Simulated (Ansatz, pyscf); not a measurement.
H₂B–Cl + CH₄ -> BH₃ + H₃C–Cl, a concerted two-bond exchange on the singlet surface: B–Cl, C–H broken, B–H, C–Cl formed. PySCF, gas phase, ωB97X-D3(BJ)/def2-SVP geometries. Wave-function energies: Ansatz (an electronic-structure program), frozen core, RHF or UHF references. In kcal/mol, from the separated reactants.

```csv
level,barrier,reaction energy
ωB97M-D3(BJ)/def2-TZVP,86.34,+42.39
B3LYP-D3(BJ)/def2-TZVP,83.38,+42.02
CCSD(T)/cc-pV(D+d)Z,92.55,+43.38
CCSDT(Q)/cc-pV(D+d)Z,91.92,+43.46
CCSD(T)/cc-pV(T+d)Z,89.66,+42.60
CCSD(T)/cc-pV(Q+d)Z,89.04,+42.30
```

In cc-pV(D+d)Z, going from CCSD(T) to CCSDT(Q) shifts the barrier by -0.62 and the reaction energy by +0.08 kcal/mol. With HF in the quadruple-zeta basis and the correlation energy extrapolated as X⁻³ from X = 3, 4, CCSD(T) gives 88.65 and +42.19; adding the double-zeta shift gives ΔE‡ = 88.03 and ΔE = +42.27 kcal/mol, without core correlation, relativity or geometry relaxation at these levels. On the product side the descent ends in an adduct with a B–Cl contact, 9.40 kcal/mol under the separated species and 55.40 kcal/mol under the saddle at ωB97X-D3(BJ)/def2-TZVP. What is counted as broken (B–Cl) persists as a longer contact in the product adduct; parting that adduct is a step of its own. This saddle turned up in a search for another step; its sides and bond changes are read from the two ends of the descent. The same reactants have a lower exit, to H₃C–BH–Cl + H₂ (barrier +28.84 kcal/mol at ωB97M-D3(BJ)/def2-TZVP, against +86.34 kcal/mol here). This is the saddle that the search found; another between the same sides may lie lower.
